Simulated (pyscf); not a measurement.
Optimised with ωB97X-D3(BJ)/def2-SVP in PySCF.

**Question.** Estimate by transition-state theory the rate constant of H₂N–SiH(NH₂)–Cl (SMILES N[SiH](N)Cl) + NH (SMILES [NH]) [triplet] -> H₂N–Si•(NH₂)–Cl (SMILES N[Si](N)Cl) + NH₂• (SMILES [NH2]) (triplet surface; H–Si broken, H–N formed) at 298 K, with ωB97M-D3(BJ)/def2-TZVP energies (ideal gas, 1 atm, RRHO with modes under 100 cm⁻¹ raised to 100, one conformer, R ln 2 for chiral ones without a mode under 150 cm⁻¹; no tunnelling).

**Answer.** The electronic barrier is 10.7 kcal/mol and the thermal terms add +7.6, so ΔG‡ = 18.3 kcal/mol. With k_BT/h = 6.21e+12 s⁻¹ and RT = 0.592 kcal/mol, and a volume of 4.06e-20 cm³ per molecule at 1 atm, k = 1.0e-20 cm³ molecule⁻¹ s⁻¹. Wigner's tunnelling factor for 1596i cm⁻¹ would be 3.47, likely too low at so high a frequency. A shift of 1 kcal/mol in the barrier changes k by a factor 5.4. On the product side the descent ends in a complex (not fully relaxed), 4.8 kcal/mol under the separated species and 14.2 kcal/mol under the saddle at ωB97X-D3(BJ)/def2-TZVP. H₂N–Si•(NH₂)–Cl + NH₂• also meet on a surface of lower spin, which isn't treated here. This is the saddle that the search found; another between the same sides may lie lower. The angle at the transferred H is 164°.
